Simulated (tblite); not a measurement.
**NH3 (ammonia) at GFN1-xTB**

We compute energy and gradient of NH3 (ammonia). 

The results are computed with tblite 0.8.0.

10 further runs of the same task are left out: 10 set aside as unsound or not needed.

### 1 The system as given

NH3 has 4 atoms, charge 0, and is taken as a singlet. SMILES: `N`. The N1–H4 distance was set to 1.519 Å, away from the relaxed value. At this shape a bond of the SMILES string is far longer than usual.

Bond lengths: N1–H2 1.013 Å, N1–H3 1.013 Å. Angles: H2–N1–H3 107.1°. A long bond or contact: N1–H4 1.519 Å.

### 2 Energy and gradient at GFN1-xTB

run.py reads:

```python
import json
import numpy as np
from tblite.interface import Calculator

symbols = ["N", "H", "H", "H"]
numbers = np.array([7, 1, 1, 1])
positions = np.array([  # bohr
    [-0.639387, 0.372389, 1.014845],
    [0.419578, -0.669398, 2.220963],
    [-2.184370, -0.669624, 0.580511],
    [0.882351, 0.669492, -1.400665],
])

calc = Calculator("GFN1-xTB", numbers, positions, charge=0, uhf=0)
calc.set("accuracy", 0.1)
result = calc.singlepoint()

print(f"Total energy: {result.get('energy') * 2625.4996:.8f} kJ/mol")
eps = np.atleast_2d(result.get("orbital-energies")) * 27.211386
occ = np.atleast_2d(result.get("orbital-occupations"))
filled = occ.sum(axis=0) if eps.shape[0] == 1 else occ[0]
homo = np.nonzero(filled > 0.5)[0].max()
print(f"HOMO {eps[0, homo]:.4f} eV")
if homo + 1 < eps.shape[1]:
    print(f"LUMO {eps[0, homo + 1]:.4f} eV, gap {eps[0, homo + 1] - eps[0, homo]:.4f} eV")
mu = result.get("dipole") * 2.541746
print(f"|mu|: {np.linalg.norm(mu):.4f} D, components " + " ".join(f"{c:.4f}" for c in mu))
q = result.get("charges")
g = result.get("gradient")
print("atom     charge      dE/dx        dE/dy        dE/dz   (Eh/bohr)")
for i, s in enumerate(symbols):
    print(f"{s:<2}{i + 1:<3} {q[i]:9.4f} {g[i, 0]:12.7f} {g[i, 1]:12.7f} {g[i, 2]:12.7f}")
print(f"gradient norm {np.linalg.norm(g):.6f} Eh/bohr")
out = {k: np.asarray(result.get(k)).tolist() for k in ("energy", "gradient", "charges", "dipole", "orbital-energies", "orbital-occupations")}
out.update(symbols=symbols, positions=(positions * 0.529177210903).tolist())
json.dump(out, open("results.json", "w"))
```

Command:

```
$ python run.py
```

What values should one expect? Wanted: total energy; dipole moment; HOMO energy; LUMO energy; HOMO–LUMO gap; largest force on an atom.

Computed results:

At GFN1-xTB:

| quantity | value |
| --- | --- |
| total energy | -4.74791 Eh |
| dipole moment | 2.19 D |
| HOMO energy | -11.41 eV |
| LUMO energy | -6.26 eV |
| HOMO–LUMO gap | 5.14 eV |
| largest force on an atom | 5.521 eV/Å |

In words: Mulliken charges run from -0.50 on N1 to +0.19 on H3.
